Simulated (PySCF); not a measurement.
Stepwise substitution at one centre (C F-SH). Gas-phase values, no solvent. One relaxed conformer stands for each flexible species; it need not be the lowest. Strings in code marks are SMILES.

Calculation: CAM-B3LYP-D3(BJ)/def2-TZVP (PySCF). All candidates: neutral, multiplicity 1. Delta-SCF ions had no search for a lower state. Excitations are Tamm–Dancoff values on a coarser integration grid. The basis has no diffuse functions, so Rydberg states are missing or too high.

```
Property                                  Value
--------------------------------------  -------
vertical ionisation energy (Delta-SCF)  9.66 eV
S1 excitation (TDA)                     4.97 eV
HOMO–LUMO gap                           8.85 eV
```

Problem. Say which member has these values.
A) `FC(F)(F)S`
B) `FC(F)(F)F`
C) `FC(F)(S)S` (S–C–S–H torsion -65°, S–C–S–H torsion 65°)
D) `FC(S)(S)S`

Solution. D, `FC(S)(S)S`. The others give `FC(F)(F)S`: 10.95 eV, 5.77 eV, 10.38 eV; `FC(F)(F)F`: 15.94 eV, 13.54 eV, 17.68 eV; `FC(F)(S)S` (S–C–S–H torsion -65°, S–C–S–H torsion 65°): 9.83 eV, 4.99 eV, 8.95 eV
